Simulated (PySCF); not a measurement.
Species: C4H8O.
Bonds: O1–C2, C2–C3, C3–C4, C4–C5, C3–C5. Hydrogens: H6 on O1; H7, H8 on C2; H9 on C3; H10, H11 on C4; H12, H13 on C5.

Method: core-valence-separated Tamm–Dancoff BHandHLYP/aug-pcX-1 (pcseg-1 on H) in PySCF, non-relativistic, gas phase, PBE0-D3(BJ)/def2-SVP geometry.

Computed carbon K-edge spectrum, Gaussian lines of 0.3 eV full width, highest printed point 100; it ends one width below the last computed root. Absolute energies from this functional tend to lie a few eV below measured edges; no shift was applied.

| photon energy (eV) | absorption |
| --- | --- |
| 285.4 | 0 |
| 285.5 | 1 |
| 285.6 | 5 |
| 285.7 | 15 |
| 285.8 | 30 |
| 285.9 | 44 |
| 286.0 | 50 |
| 286.1 | 40 |
| 286.2 | 20 |
| 286.3 | 8 |
| 286.4 | 9 |
| 286.5 | 17 |
| 286.6 | 30 |
| 286.7 | 57 |
| 286.8 | 89 |
| 286.9 | 100 |
| 287.0 | 84 |
| 287.1 | 61 |
| 287.2 | 46 |
| 287.3 | 42 |
| 287.4 | 34 |

Question: Where are the maxima, and which lines make them up?

Answer: 2 maxima:
- 286.0 eV: C5 (three-membered-ring carbon), 286.07 eV, f = 0.028, 37 % of the height at the exact maximum; C4 (three-membered-ring carbon), 286.00 eV, f = 0.021, 34 % of the height at the exact maximum; C3 (three-membered-ring carbon), 285.90 eV, f = 0.015, 19 % of the height at the exact maximum
- 286.9 eV: C3 (three-membered-ring carbon), 286.81 eV, f = 0.050, 34 % of the height at the exact maximum; C4 (three-membered-ring carbon), 286.91 eV, f = 0.042, 33 % of the height at the exact maximum

Further lines of some strength in the range: C4, 285.77 eV, f = 0.008; C5, 285.83 eV, f = 0.009; C4/C5, 286.54 eV, f = 0.018, sum of 2; C2, 286.79 eV, f = 0.015; C5, 286.97 eV, f = 0.017.

Roots within 0.03 eV on the same or equivalent atoms count as one line; shares under 12 % aren't listed.

Vibrational structure and lifetime widths aren't in the curve. The ionisation threshold wasn't computed; near and above it a finite basis only mimics Rydberg series and continuum.

On one thread of an Arm Neoverse N1, on a shared host, this took 22 s of wall time and 0.80 GiB of memory at its peak.

Conformer computed: `[OH:1][CH2:2][CH:3]1[CH2:4][CH2:5]1`: O1–C2–C3–C4 83°, H–O1–C2–C3 -52°.

One conformer stands for the species.
